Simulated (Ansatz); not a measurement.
# H₃S+ (singlet): wave-function methods side by side at a displaced geometry (v1), cc-pVTZ

An exercise on one series of results from a longer session: the logs are not shown, and one member is left open.

Computed with Ansatz 0.2.0, Gaussian basis. Level: cc-pVTZ, core rule «outside noble gas», up to 5 orbitals frozen.

The runs, in order: UHF; CCSD(T) on RHF; BCCD(T) on RHF; CCSDT(Q) on RHF; CASSCF and NEVPT2, 8 electrons in 7 orbitals.

12 further runs of the same task are left out: 6 that didn't finish, 6 set aside as unsound or not needed.

**The system**

The geometry is a PBE0/def2-TZVP stationary point (not a proven minimum) with its atoms shifted at random (size 0.040 Å).

4 atoms, charge 1, spin multiplicity 1.

Atoms are counted from 1 here; the program's logs count them from 0.

Bond lengths: S1–H2 1.350 Å, S1–H3 1.342 Å, S1–H4 1.383 Å. Angles: H2–S1–H3 94.5°, H2–S1–H4 96.3°, H3–S1–H4 97.7°.

The first run:

The input, in.yaml:

```yaml
crystal:
  periodic: [false, false, false]
  atoms:
    - {symbol: S, position_ang: [0.000638, -0.000206, -0.059904]}
    - {symbol: H, position_ang: [1.142859, -0.004194, 0.660497]}
    - {symbol: H, position_ang: [-0.540779, 1.030417, 0.607742]}
    - {symbol: H, position_ang: [-0.622375, -1.019685, 0.637465]}
basis:
  gaussian: {orbitals: cc-pVTZ}
total_charge: 1
magnetization: {spin_polarized: true, initial_magnetization: 0}
hamiltonian: {xc: hf}
output: {orbitals: {seedname: orbitals}}
```

The run is started by

```
> ansatz run in.yaml --threads 1 --pin off --events-out ev --progress --plain --max-ram 2393MiB
```

Steps of the session up to this table: UHF; CCSD(T) on RHF; BCCD(T) on RHF; CCSDT(Q) on RHF; CASSCF and NEVPT2, 8 electrons in 7 orbitals.

One of the session's tables, all rows but one given; the rest of the session is left out.

| method | from RCCSDT(Q) (kJ/mol) |
| --- | --- |
| RHF | +583.6 |
| RMP2 | +92.6 |
| RCCSD | +21.5 |
| RCCSD(T) | +2.7 |
| BCCD(T) | ? |
| RCCSDT | +0.7 |
| RCCSDT(Q) | 0 |
| CASSCF valence | +441.2 |
| NEVPT2 valence | +97.8 |

Q: Estimate the row for BCCD(T) from the others.

The run gave: from RCCSDT(Q) (kJ/mol): +2.6. In the column «from RCCSDT(Q) (kJ/mol)» it lies between RCCSDT (+0.7) and RCCSD(T) (+2.7).
